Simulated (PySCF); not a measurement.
Isomers of C3H6F2 and their computed core-level spectra.

The calculation used delta-SCF UKS SCAN, pcX-2 on the ionised atom, pcseg-1 elsewhere, spin-free X2C (PySCF). Geometries: PBE0-D3(BJ)/def2-SVP; isolated species, one conformer each.

Line lists (1s up to Mg, 2p3/2 beyond; areas count atoms within a level, one atom standing for each set equivalent by bonding):
1. C 1s: 291.37 (area 1), 293.38 (area 1), 293.42 (area 1) eV; F 1s: 692.42 (area 1), 692.71 (area 1) eV
2. C 1s: 291.35 (area 1), 293.26 (area 2) eV; F 1s: 692.56 eV
3. C 1s: 291.30 (area 2), 295.49 (area 1) eV; F 1s: 692.79 eV

Structures:
A. `CC(C)(F)F`
B. `FCCCF`
C. `C[C@H](F)CF`

Problem. Which list belongs to which compound?

Solution. 
- 1 = C: no other candidate has these counts of sites. C 1s: 291.37 methyl carbon, 293.38 sp3 C–F carbon, 293.42 sp3 C–F carbon; F 1s: 692.42 alkyl fluorine, 692.71 alkyl fluorine.
- 2 = B: another candidate has the same counts of sites, so positions decide. C 1s: 291.35 chain CH2 carbon, 293.26 sp3 C–F carbon (×2); F 1s: 692.56 alkyl fluorine (×2).
- 3 = A: another candidate has the same counts of sites, so positions decide. C 1s: 291.30 methyl carbon (×2), 295.49 CF2 carbon; F 1s: 692.79 fluorine of a CF2 group (×2).
